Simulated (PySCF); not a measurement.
Bonds broken one at a time in the series B Cl-I. Isolated molecules, 0 K electronic values unless said otherwise. Strings in code marks are SMILES.

All values below come from PySCF 2.14.0 with ωB97X-D3(BJ)/def2-TZVP // PBE0-D3(BJ)/def2-TZVP. 

| species | dipole moment (D) |
|---|---|
| whole molecule (`B(Cl)(Cl)Cl`) | 0.00 |
| radical fragment (`[B](Cl)Cl`) | 0.30 |
| whole molecule (`ClB(Cl)I`) | 0.04 |
| radical fragment (`Cl[B]I`) | 0.43 |
| whole molecule (`ClB(I)I`) | 0.06 |
| radical fragment (`I[B]I`) | 0.58 |
| whole molecule (`IB(I)I`) | 0.00 |
